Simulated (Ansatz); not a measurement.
**C2H3O radical: up Jacob's ladder to CCSD(T)**

How much do the methods differ for C2H3O radical? The plan is to run it at one geometry with functionals of several rungs and with coupled cluster, and see how far each lands from CCSD(T) at the basis-set limit for the atomisation energy.

Method: functionals in def2-TZVPP, the program's frozen cores in correlated methods; program: Ansatz 0.2.0, Gaussian basis.

Plan: LDA (SPW92), PBE-D4, revPBE-D4, BLYP-D4, r2SCAN-D4, B97M-V, PBE0-D4, B3LYP-D4, r2SCANh-D4, r2SCAN0-D4, HSE06-D4, BHLYP-D4, CAM-B3LYP-D4, LC-ωPBE, ωB97X-V, ωB97M-V, B2PLYP, PBE-QIDH; CCSD(T)/def2-SVP; CCSD(T)/def2-TZVPP; MP2/def2-QZVPP; extrapolation to the limit; RPA on PBE.

**1. The relaxed structure**

The geometry comes from an earlier relaxation with PBE0-D4 in a triple-zeta def2 set; it is a stationary point.

SMILES `[CH2]C=O`, 6 atoms, charge 0, spin multiplicity 2.

Atoms are counted from 1 here; the program's logs count them from 0.

Bond lengths: C1–C2 1.420 Å, C1–H4 1.083 Å, C1–H5 1.083 Å, C2–O3 1.226 Å, C2–H6 1.106 Å. Angles: C2–C1–H4 119.2°, C2–C1–H5 121.2°, H4–C1–H5 119.6°, C1–C2–O3 123.0°, C1–C2–H6 116.8°, O3–C2–H6 120.2°.

**2. LDA**

This LDA is Slater exchange with PW92 correlation.

Input file in.yaml:

```yaml
crystal:
  periodic: [false, false, false]
  atoms:
    - {symbol: C, position_ang: [-0.483138, 0.229339, -0.482104]}
    - {symbol: C, position_ang: [0.492628, -0.230017, 0.442100]}
    - {symbol: O, position_ang: [0.261663, -1.089212, 1.285950]}
    - {symbol: H, position_ang: [-1.481197, -0.191036, -0.450139]}
    - {symbol: H, position_ang: [-0.245844, 0.990457, -1.215558]}
    - {symbol: H, position_ang: [1.497887, 0.226469, 0.373551]}
basis:
  gaussian: {orbitals: def2-TZVPP}
magnetization: {spin_polarized: true, initial_magnetization: 1}
hamiltonian: {xc: lda}
output: {orbitals: {seedname: orbitals}}
```

The runs that follow: PBE-D4 (GGA); revPBE-D4 (GGA); BLYP-D4 (GGA); r2SCAN-D4 (meta-GGA); B97M-V (meta-GGA); PBE0-D4 (hybrid); B3LYP-D4 (hybrid); r2SCANh-D4 (hybrid); r2SCAN0-D4 (hybrid); HSE06-D4 (hybrid); BHLYP-D4 (hybrid); CAM-B3LYP-D4 (range-separated); LC-ωPBE-D4 (range-separated); ωB97X-V (range-separated); ωB97M-V (range-separated); B2PLYP (double hybrid); PBE-QIDH (double hybrid); CCSD(T) in def2-SVP; CCSD(T) in def2-TZVPP; MP2 in def2-QZVPP; RPA on PBE orbitals.

Q: Predict the results of all the runs planned. Wanted: atomisation energy, CCSD(T)/CBS; farthest beyond LDA; mean size of error, GGA; mean size of error, meta-GGA; mean size of error, hybrid; mean size of error, range-separated; mean size of error, double hybrid; gap, smallest and largest; T1 diagnostic.

As calculated:

```
                               quantity                                     value
        atomisation energy, CCSD(T)/CBS                            573.0 kcal/mol
functionals within 2.9 kcal/mol (0.5 %)                          B2PLYP, PBE-QIDH
                    farthest beyond LDA                   PBE-D4 (+25.3 kcal/mol)
                mean size of error, GGA                             14.8 kcal/mol
           mean size of error, meta-GGA                              7.5 kcal/mol
             mean size of error, hybrid                              8.1 kcal/mol
    mean size of error, range-separated                              4.7 kcal/mol
      mean size of error, double hybrid                              1.5 kcal/mol
              gap, smallest and largest  0.63 eV (LDA (SPW92)), 9.34 eV (LC-ωPBE)
                          T1 diagnostic                                    0.0314
triples share of the correlation energy                                     3.9 %
```

LDA overbinds by 95.8 kcal/mol (17 %). PBE-D4 is off by +25.3 kcal/mol. Double hybrids carry the basis error of their MP2 part in triple zeta, and no dispersion term here, so their miss is partly the set-up's. Taken by rung, double hybrid functionals do best (1.5 kcal/mol on average) and GGA ones worst beyond LDA (14.8 kcal/mol). The reference freezes the cores and leaves out relativity and excitations past (T), so misses under about 2.9 kcal/mol can't be ranked. Hartree-Fock recovers 73 % of the binding; the rest is correlation. CCSD(T) in def2-SVP is off by -23.9 kcal/mol, which most functionals beat. The gap grows from 0.6 to 9.3 eV across the functionals, mostly with the share of exact exchange. The UHF reference is spin-contaminated (⟨S²⟩ = 0.92 against 0.75).
